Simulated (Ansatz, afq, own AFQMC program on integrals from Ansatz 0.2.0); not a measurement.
Ge2H2, triplet: AFQMC among the cluster methods

```xyz
4

Ge    0.0000   -0.1670    3.2112
Ge    0.0000    0.1670   -3.2112
H     0.0000    1.3479    3.6639
H     0.0000   -1.3479   -3.6639
```

Connectivity, by distances: GeH ··· GeH.

Basis cc-pVDZ. Noble-gas cores (and the filled d shells of Ga–Kr and In–Xe) are frozen. AFQMC by an in-house program on the Cholesky factors that Ansatz 0.2.0 writes for its CCSD(T) run. The CISD trial takes its coefficients from CCSD amplitudes. Released means that phaseless walkers are propagated on without the constraint, phases kept. Uncertainties: one standard error, sampling alone. No spin–orbit coupling.

Determinant: UHF, the one that the program's search chose, which needn't be the lowest solution. The geometry is a point of a scan.

No full CI on the walks' own integrals is used here; CCSDT(Q) serves as the reference and is uncertain by about the last step of the cluster series.

Cautions: no relativity below Rb; no spin-orbit coupling; inner d shell frozen; lower spins were not checked.

```
T1 diagnostic                               : 0.0136
weight of the determinant in the CISD state : 0.872
⟨S²⟩ of the determinant                     : 2.023
size of the correlated space                : 10 electrons in 36 orbitals
```

Reference: CCSDT(Q), correlation energy -4.580 eV. The released energy is read at 2.40 1/Eh (meV from the phaseless value at times in 1/Eh: -9 ± 9 at 0.24, -19 ± 8 at 0.51, -1 ± 5 at 0.99, -9 ± 10 at 1.62, -12 ± 9 at 2.40).

```json
{"level": "HF", "E − E(reference) (meV)": "4579.9", "share of correlation (%)": "0.00"}
{"level": "MP2", "E − E(reference) (meV)": "1277.9", "share of correlation (%)": "72.10"}
{"level": "CCSD", "E − E(reference) (meV)": "101.2", "share of correlation (%)": "97.79"}
{"level": "CCSD(T)", "E − E(reference) (meV)": "25.4", "share of correlation (%)": "99.45"}
{"level": "CCSDT", "E − E(reference) (meV)": "2.1", "share of correlation (%)": "99.95"}
{"level": "ph-AFQMC/CISD", "E − E(reference) (meV)": "17.7 ± 8.2", "share of correlation (%)": "99.61"}
{"level": "released AFQMC", "E − E(reference) (meV)": "5.6 ± 9.3", "share of correlation (%)": "99.88"}
```

Released energies are given only where the last usable release times agree within the noise; a slower fall can still hide under it.
